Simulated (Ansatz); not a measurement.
`C=C(F)C(F)F`, relaxed with RKS PBE-D4/def2-SVP in Ansatz 0.2.0 from a rough embedded geometry. The force threshold is 0.03 eV/Å; the program also tests the step.

Charge 0, multiplicity 1.

Start:

```xyz
9

C     0.868    1.094   -0.400
C    -0.285    0.385   -0.233
F    -1.381    0.975   -0.693
C    -0.474   -0.996    0.293
F     0.780   -1.538    0.691
F    -1.185   -0.959    1.502
H     1.783    0.645   -0.003
H     0.854    2.031   -0.819
H    -0.959   -1.637   -0.337
```

Question: How much energy does the relaxation release, and in how many steps? (Best estimate.)

Answer: Computed: 0.50 eV, in 5 steps.

Question: Which bonds change most? (An estimate is asked.)

Answer: Computed: C4–H9 from 1.022 to 1.116 Å; C1–H8 from 1.027 to 1.099 Å; C4–F5 from 1.423 to 1.362 Å; C4–F6 from 1.403 to 1.368 Å.

Question: Give the relaxed structure. (Best estimate.)

Answer: Ansatz gave: 
```xyz
9

C     0.874    1.075   -0.363
C    -0.274    0.398   -0.253
F    -1.453    0.889   -0.679
C    -0.445   -0.980    0.341
F     0.769   -1.516    0.647
F    -1.189   -0.902    1.486
H     1.804    0.617   -0.003
H     0.892    2.079   -0.811
H    -0.977   -1.662   -0.364
```
